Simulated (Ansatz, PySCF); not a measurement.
System: water, H$_{2}$O (charge 0, singlet). 
Geometry from a B3LYP-D3(BJ)/def2-TZVP (Ansatz, a program for electronic structure) optimisation:
```xyz
3

O      0.0070     0.0013     0.1167
H     -0.0500     0.7593    -0.4742
H     -0.0062    -0.7700    -0.4592
```
Charge 0, spin multiplicity 1.


Quantity: enthalpy of formation at 298 K (from the atomisation energy, B3LYP-D3(BJ)/def2-TZVP harmonic zero-point and thermal terms from PySCF, and the atoms' enthalpies of formation in the G2/97 table; no spin-orbit terms, and no core term in the frozen-core levels), in kcal/mol. Cores are frozen in the correlated levels unless marked. Open shells are spin-unrestricted. No spin-orbit coupling. Non-relativistic. The coupled-cluster limit lacks core correlation, which all-electron functionals hold. Basis-set limits of correlation are two-point, X^-3; Hartree-Fock from the larger set (for Q and 5 zeta extrapolated as (X+1)exp(-9√X)). The bracket is a focal-point correction in the basis named.

Measured: -57.8 kcal/mol (Active Thermochemical Tables 1.112 (ions: stationary electron), as tabulated in the package chemicals); it holds spin-orbit and relativistic effects, which these rows lack, and core correlation, which the frozen-core levels lack.

```tsv
level	program	enthalpy of formation at 298 K (kcal/mol)	error against measurement
HF/cc-pVDZ	Ansatz	26.9	84.7
BLYP-D3(BJ)/def2-TZVPD	Ansatz + dftd3	-56.8	1.0
BLYP-D4/def2-TZVPD	Ansatz + dftd4	-56.7	1.1
BLYP/def2-TZVPD	Ansatz	-56.4	1.4
r2SCAN-D3(BJ)/def2-TZVPD	Ansatz + dftd3	-53.5	4.3
BHLYP-D4/def2-TZVPD	Ansatz + dftd4	-43.5	14.3
r2SCAN0-D4/def2-TZVPD	Ansatz + dftd4	-47.7	10.1
PW6B95/def2-TZVPD	PySCF	-53.4	4.4
B2PLYP-D3(BJ)/def2-TZVPD	Ansatz + dftd3	-52.6	5.2
RPA@PBE/cc-pVQZ	Ansatz	-46.2	11.6
MP2/def2-QZVPPD	Ansatz	-60.2	-2.4
MP2/CBS(cc-pVTZ,cc-pVQZ)	Ansatz	-62.2	-4.4
SCS-MP2/aug-cc-pVTZ	Ansatz	-56.9	0.9
SCS-MP2/cc-pV5Z	Ansatz	-61.4	-3.6
CCSD/CBS(cc-pVTZ,cc-pVQZ)	Ansatz	-54.1	3.7
CCSD(T)/6-31G*	Ansatz	-22.6	35.2
RI-MP2/CBS(cc-pVTZ,cc-pVQZ)+[CCSD(T)-MP2]/cc-pVTZ	Ansatz	-58.8	-1.0
RI-MP2/CBS(def2-TZVPPD,def2-QZVPPD)+[CCSD(T)-MP2]/def2-TZVPPD	Ansatz	-58.8	-1.0
CCSD(T)/CBS(aug-cc-pVTZ,aug-cc-pVQZ)	Ansatz	-58.2	-0.4
CCSD(T)/CBS(def2-TZVPPD,def2-QZVPPD)	Ansatz	-58.3	-0.5
CCSD(T)/CBS(cc-pVQZ,cc-pV5Z)	Ansatz	-58.0	-0.2
```
